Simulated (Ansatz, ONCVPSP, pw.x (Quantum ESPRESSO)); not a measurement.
**O (Z = 8): does the ONCV potential hold in the solid?**

| Item | Value |
| --- | --- |
| Element | oxygen (O) |
| Generator | ONCVPSP 4.0.1.1 (patched build) |
| Type | optimised norm-conserving Vanderbilt (ONCV) |
| Functional | LDA (Perdew-Wang 92) |
| Relativity | scalar-relativistic |
| Frozen core | [He] |
| Valence charge | 6 |
| Reference configuration | 2s2 2p3 (charge +1) |
| Partial waves | 2s: rc 0.65 bohr, ncon 3, nbas 7, qcut 10.7 1/bohr, 2 projectors, debl 1.8 Ha; 2p: rc 1.70 bohr, ncon 4, nbas 7, qcut 8.6 1/bohr, 3 projectors, debl 3.2 Ha; d scattering state at 0.42 Ha: rc 1.70 bohr, ncon 4, nbas 7, qcut 5.8 1/bohr, 2 projectors, debl 0.6 Ha |
| Local potential | polynomial inside 0.65 bohr (lpopt 5, dvloc0 0 Ha) |
| Core correction | Teter function fitted to the true core (icmod 2), fcfact 0.55 |

Atomic tests: cutoffs needed: 43 Ha and 55 Ha (the cutoffs (Ha) at which the residual kinetic energy of the hardest occupied pseudo-wave falls to 1 and 0.1 mHa per electron); ghost test: no bound ghost flagged; GHOST(+) flagged for d at 128.9 eV; largest excitation error: +879 meV (all-electron minus pseudo) for 2s2 2p1, out of 4 test configurations.

Crystal test: bcc O in pw.x 7.5, no spin, 18³ k-points, Fermi–Dirac smearing 0.01 Ry, cutoffs 130/520 Ry. The lattice is a test structure that the element need not adopt, and mesh and smearing are coarse. Spin polarisation is left out.

pw.x input:

```
&control
  calculation='scf', prefix='x', pseudo_dir='./', outdir='./tmp', tstress=.true., disk_io='none'
/
&system
  ibrav=0, nat=1, ntyp=1, ecutwfc=130, ecutrho=520, nbnd=10,
  occupations='smearing', smearing='fd', degauss=0.01
/
&electrons
  conv_thr=1e-09, mixing_beta=0.4, electron_maxstep=70
/
ATOMIC_SPECIES
O 1.0 O.UPF
CELL_PARAMETERS angstrom
  -1.20553003 1.20553003 1.20553003
  1.20553003 -1.20553003 1.20553003
  1.20553003 1.20553003 -1.20553003
ATOMIC_POSITIONS crystal
O 0.0000 0.0000 0.0000
K_POINTS automatic
18 18 18 0 0 0
```

```bash
pw.x < O.scf.in > O.scf.out
```

How does the run end?

It converges; the pressure is -0.42 GPa against 1.25 GPa from all-electron LAPW.  The log shows:

```
     number of k points=   195  Fermi-Dirac smearing, width (Ry)=  0.0100
     iteration #  1     ecut=   130.00 Ry     beta= 0.40
     total energy              =     -32.86035571 Ry
     estimated scf accuracy    <       0.24911816 Ry
     iteration #  2     ecut=   130.00 Ry     beta= 0.40
     total energy              =     -32.85970756 Ry
     estimated scf accuracy    <       0.03046946 Ry
     iteration #  3     ecut=   130.00 Ry     beta= 0.40
     total energy              =     -32.86558034 Ry
     estimated scf accuracy    <       0.00004227 Ry
     iteration #  4     ecut=   130.00 Ry     beta= 0.40
     c_bands:  1 eigenvalues not converged
     c_bands:  1 eigenvalues not converged
     total energy              =     -32.86561772 Ry
     estimated scf accuracy    <       0.00004717 Ry
     [... 12 iterations left out ...]
     iteration # 17     ecut=   130.00 Ry     beta= 0.40
     total energy              =     -32.86561728 Ry
     estimated scf accuracy    <          1.5E-09 Ry
     iteration # 18     ecut=   130.00 Ry     beta= 0.40
     total energy              =     -32.86561728 Ry
     estimated scf accuracy    <          2.0E-09 Ry
     iteration # 19     ecut=   130.00 Ry     beta= 0.40
     total energy              =     -32.86561728 Ry
     estimated scf accuracy    <          1.5E-09 Ry
     iteration # 20     ecut=   130.00 Ry     beta= 0.40
     the Fermi energy is     6.7643 ev
!    total energy              =     -32.86561728 Ry
     estimated scf accuracy    <          1.0E-10 Ry
     smearing contrib. (-TS)   =      -0.00347707 Ry
     The total energy is F=E-TS. E is the sum of the following terms:
     one-electron contribution =      -0.09841348 Ry
     hartree contribution      =       4.14656098 Ry
     xc contribution           =      -8.15580756 Ry
     ewald contribution        =     -28.75448015 Ry
     convergence has been achieved in  20 iterations
          total   stress  (Ry/bohr**3)                   (kbar)     P=       -4.23
     Message from routine punch:
     Nothing written, as per user request (disk_io='none')
```
